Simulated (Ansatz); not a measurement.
A calculation on 1T (CdI2-type) TiSe2 returned lattice constant a 3.554 Å, lattice parameter c 6.667 Å, formation enthalpy -1.290 eV/atom.

For reference: lattice constant a 3.536 Å (measured, temperature not stated, not corrected to a static lattice; as tabulated in Björkman (2014), arXiv:1406.2436); lattice parameter c 5.996 Å (measured, temperature not stated, zero-point anharmonic expansion removed (computed with revB86b-DF2); no thermal correction; as tabulated in Björkman (2014), arXiv:1406.2436).

**Question.** Which level of theory produced these numbers?
A) rVV10 (Ansatz (a quantum-chemistry and plane-wave program))
B) PBE-D3(BJ) (Ansatz)
C) PBEsol (Ansatz)
D) PBE0 (Ansatz)

**Answer.** D, PBE0 (Ansatz)

The others give: PBEsol 3.472 Å, 5.963 Å, -1.145 eV/atom; rVV10 3.581 Å, 6.061 Å, -1.084 eV/atom; PBE-D3(BJ) 3.482 Å, 5.863 Å, -1.125 eV/atom.

Unless a cell is named, each level is at its own relaxed cell (PBE-D3(BJ) 20.52, PBE0 24.31, PBEsol 20.74, rVV10 22.43 Å³/atom).

Caveats: the cell comes from a level without a dispersion term, which matters for the spacing of layers, chains or molecules (PBEsol, PBE0). Ansatz's density-functional and Hartree–Fock values are scalar-relativistic unless marked +SOC, with PAW data made under PBE.
